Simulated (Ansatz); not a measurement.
# Relaxing a trial structure of BH3NSi

The starting geometry of this gas-phase doublet was optimised with GFN2-xTB.

```xyz
6

B    -0.8204   -1.5850   -0.4094
N    -2.0265   -1.0443   -0.5113
Si   -1.1365    0.4368   -0.5945
H    -0.0494   -2.4296   -0.3016
H    -1.1112    1.1206   -1.8789
H    -1.2234    1.3252    0.5545
```

Q: Predict what it relaxes into with r2SCAN-D4/def2-SVP.

A: A bond breaks, leaving `B=N[SiH2]`. Contacts that open: B1–Si3 (2.05 → 2.97 Å).

The energy falls by 0.75 eV over 17 steps:

```csv
step,E − E(last) (eV)
1,0.755
3,0.667
5,0.639
6,0.612
8,0.532
10,0.186
12,0.003
13,0.000
15,0.000
17,0.000
```

Final geometry (Å):

```xyz
6

B    -0.7080   -2.0161   -0.3677
N    -0.8793   -0.7717   -0.4806
Si   -0.9554    0.9309   -0.6278
H    -0.5503   -3.1817   -0.2620
H    -1.5804    1.3277   -1.9272
H    -1.6941    1.5345    0.5239
```

Frequencies at the end are all real (lowest 201 cm⁻¹). Open shells are spin-unrestricted. Run with Ansatz 0.2.0, 79 s on 1 thread of Arm Neoverse V1, with other jobs on the host.
